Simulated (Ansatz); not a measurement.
# Relaxing a trial structure of CH5N

The starting geometry of this gas-phase triplet was optimised with GFN2-xTB as a singlet; its bonds are those of `[CH2-][NH3+]`.

```yaml
atoms:
  - { symbol: C, position_ang: [-0.3227, -1.2122, -0.5641] }
  - { symbol: N, position_ang: [-1.0337, -0.0226, 0.1255] }
  - { symbol: H, position_ang: [-0.5795, -1.0914, -1.6364] }
  - { symbol: H, position_ang: [0.7531, -0.9527, -0.5007] }
  - { symbol: H, position_ang: [-2.0340, -0.1974, 0.0375] }
  - { symbol: H, position_ang: [-0.8308, 0.9302, -0.2303] }
  - { symbol: H, position_ang: [-0.7724, -0.0651, 1.1098] }
```

Problem. Predict what it relaxes into with r2SCAN-D4/def2-SVP.

Solution. It loosens into CH4N + H, which stay close as a complex. Contacts that open: N2–H6 (1.04 → 2.36 Å).

The energy falls by 1.93 eV over 18 steps:

```
step  E − E(last) (eV)
   1             1.931
   3             1.179
   5             1.157
   7             1.157
   9             1.118
  10             0.723
  12             0.116
  14             0.011
  16             0.000
  18             0.000
```

Final geometry (Å):

```xyz
7

C    -0.3021   -1.0250   -0.6112
N    -1.1339   -0.3438    0.2825
H    -0.6526   -1.1005   -1.6430
H     0.7727   -0.9515   -0.4301
H    -2.1289   -0.5207    0.1767
H    -0.5182    1.7181   -0.6928
H    -0.8569   -0.3877    1.2592
```

The end wasn't checked by frequencies. Open shells are spin-unrestricted. The triplet needn't be the ground state. Run with Ansatz 0.2.0, 60 s on 1 thread of Intel(R) Xeon(R) Platinum 8175M CPU @ 2.50GHz (Skylake/Cascade Lake) (shared host).
